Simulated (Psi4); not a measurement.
# BNH2O (SMILES BN=O) at MP2/3-21G (density fitting, density fitting for correlation, sweep point 2)

What is the vertical ionisation energy of BNH2O at MP2/3-21G (density fitting, density fitting for correlation, sweep point 2)? Input form: a Python script.

The results are computed with Psi4 1.11.

## (1) The molecule

BNH2O has 5 atoms, charge 0, and is taken as a singlet. As SMILES, `BN=O`. Geometry: relaxed at GFN2-xTB.

Bond lengths: B1–N2 1.295 Å, N2–O3 1.192 Å, B1–H4 1.165 Å, B1–H5 1.166 Å. Angles: B1–N2–O3 179.9°, N2–B1–H4 118.8°, N2–B1–H5 118.8°, H4–B1–H5 122.4°.

## (2) The energy at MP2/3-21G (density fitting, density fitting for correlation, sweep point 2)

The input, job.py:

```python
import psi4

psi4.set_memory('1600 MB')
psi4.set_num_threads(1)
psi4.set_output_file('output.dat', False)

mol = psi4.geometry("""
0 1
B     -0.303260     0.384710    -0.206480
N      0.435210    -0.552070     0.296940
O      1.113730    -1.415380     0.760240
H     -1.158940     0.091910    -0.941520
H     -0.086740     1.490830     0.090820
symmetry c1
""")

options = {'puream': True, 'scf_type': 'df', 'num_frozen_docc': 3}
psi4.set_options(options)

e_tot = psi4.energy("mp2/3-21G")
print(f'mp2/3-21G energy: {e_tot:.10f} Eh')
```

The run is started by

```
$ python job.py
```

output.dat:

```text
[...]
  Running in c1 symmetry.
[...]
  Nuclear repulsion =   58.612788367927152
[...]
  Multiplicity = 1
[...]
  Nalpha       = 11
  Nbeta        = 11
[...]
    Number of basis functions: 31
[...]
   @DF-RHF iter   1:  -154.10816065222897   -6.58914e-01   8.92466e-03 DIIS/ADIIS
[...]
   @DF-RHF iter  12:  -154.16720497393229   -2.84217e-13   2.91798e-09 DIIS
[...]
    Orbital Energies [Eh]
    ---------------------
    Doubly Occupied:
       1A    -20.586781     2A    -15.654377     3A     -7.580898
       4A     -1.565101     5A     -1.081606     6A     -0.764946
       7A     -0.715808     8A     -0.658149     9A     -0.615647
      10A     -0.499744    11A     -0.401823
[...]
  @DF-RHF Final Energy:  -154.16720497393229
   => Energetics <=
    Nuclear Repulsion Energy =             58.6127883679271520
    One-Electron Energy =                -325.3102265719141428
    Two-Electron Energy =                 112.5302332300546766
    Total Energy =                       -154.1672049739322858
[...]
 Multipole Moments:
 ------------------------------------------------------------------------------------
     Multipole            Electronic (a.u.)      Nuclear  (a.u.)        Total (a.u.)
 ------------------------------------------------------------------------------------
 L = 1.  Multiply by 2.5417464519 to convert [e a0] to [Debye]
 Dipole X            :          1.0879079           -1.2889368           -0.2010290
 Dipole Y            :         -1.3832452            1.6382498            0.2550046
 Dipole Z            :          0.7440562           -0.8807805           -0.1367243
 Magnitude           :                                                    0.3523259
[...]
```

Standard output:

```text
mp2/3-21G energy: -154.4657592488 Eh
```

Wall time 2.1 s (1 thread of Intel Xeon Platinum 8259CL at 2.50GHz (Skylake/Cascade Lake), shared host); peak memory 0.19 GiB.

## (3) The doublet cation

The input, run.py:

```python
import psi4

psi4.set_memory('1600 MB')
psi4.set_num_threads(1)
psi4.core.set_output_file('bh2no.out', False)

molecule = psi4.geometry("""
1 2
B     -0.303260     0.384710    -0.206480
N      0.435210    -0.552070     0.296940
O      1.113730    -1.415380     0.760240
H     -1.158940     0.091910    -0.941520
H     -0.086740     1.490830     0.090820
symmetry c1
""")

psi4.set_options(dict(basis='3-21G', reference='uhf', puream=True, scf_type='df', num_frozen_docc=3, maxiter=150))

e_tot, wfn = psi4.energy('mp2', molecule=molecule, return_wfn=True)
print('E =', round(e_tot, 9))
```

The run is started by

```
$ python run.py
```

bh2no.out:

```text
[...]
  Running in c1 symmetry.
[...]
  Nuclear repulsion =   58.612788367927152
[...]
  Multiplicity = 2
[...]
  Nalpha       = 11
  Nbeta        = 10
[...]
    Number of basis functions: 31
[...]
   @DF-UHF iter   1:  -153.71103303839547   -2.61786e-01   1.35111e-02 ADIIS/DIIS
[...]
   @DF-UHF iter  21:  -153.83551624689440   -5.11591e-13   3.86314e-09 DIIS
[...]
   @S^2 Observed:                8.996478487E-01
[...]
    Orbital Energies [Eh]
    ---------------------
    Alpha Occupied:
       1A    -21.048701     2A    -16.013664     3A     -7.890916
       4A     -1.993746     5A     -1.442227     6A     -1.158000
       7A     -1.157529     8A     -1.071919     9A     -0.874676
      10A     -0.816672    11A     -0.802177
    Alpha Virtual:
      12A     -0.280827    13A     -0.120209    14A      0.056558
      15A      0.105242    16A      0.124946    17A      0.216061
      18A      0.313026    19A      0.387334    20A      0.433883
      21A      0.866888    22A      1.029795    23A      1.102355
      24A      1.150092    25A      1.239054    26A      1.347347
[...]
  @DF-UHF Final Energy:  -153.83551624689440
   => Energetics <=
    Nuclear Repulsion Energy =             58.6127883679271520
    One-Electron Energy =                -317.7446541308646033
    Two-Electron Energy =                 105.2963495160430227
    Total Energy =                       -153.8355162468944002
  UHF NO Occupations:
  HONO-2 :    9  A 1.9975720
  HONO-1 :   10  A 1.9278974
[...]
 Multipole Moments:
 ------------------------------------------------------------------------------------
     Multipole            Electronic (a.u.)      Nuclear  (a.u.)        Total (a.u.)
 ------------------------------------------------------------------------------------
 L = 1.  Multiply by 2.5417464519 to convert [e a0] to [Debye]
 Dipole X            :          0.8382217           -1.2889368           -0.4507152
 Dipole Y            :         -1.0660884            1.6382498            0.5721614
 Dipole Z            :          0.5738637           -0.8807805           -0.3069168
 Magnitude           :                                                    0.7903865
[...]
```

The script printed:

```text
E = -154.111442365
```

Run time: 2.3 s. Hardware: 1 thread of Intel Xeon Platinum 8259CL at 2.50GHz (Skylake/Cascade Lake), shared host; peak memory 0.19 GiB.

## (4) Results

Level: MP2/3-21G (density fitting, density fitting for correlation, sweep point 2), 3 core orbitals frozen.

| quantity | value |
| --- | --- |
| singlet BNH2O: total energy | -154.46576 Eh |
| singlet BNH2O: HOMO energy (Hartree–Fock orbitals) | -10.93 eV |
| singlet BNH2O: LUMO energy (Hartree–Fock orbitals) | 1.68 eV |
| singlet BNH2O: HOMO–LUMO gap (Hartree–Fock orbitals) | 12.61 eV |
| singlet BNH2O: correlation energy (3 core orbitals frozen) | -298.6 mEh |
| doublet cation: total energy | -154.11144 Eh |
| doublet cation: HOMO energy (Hartree–Fock orbitals) (highest over α and β) | -21.31 eV |
| doublet cation: LUMO energy (Hartree–Fock orbitals) (lowest over α and β) | -7.64 eV |
| doublet cation: correlation energy (3 core orbitals frozen) | -275.9 mEh |
| doublet cation: ⟨S²⟩ of the reference determinant | 0.900 |
| vertical ionisation energy (to the doublet cation) | 9.641 eV |

The vertical ionisation energy comes to 9.64 eV (930 kJ/mol). ⟨S²⟩ (doublet cation) is 0.90 where a pure doublet has 0.75: the reference is spin-contaminated.
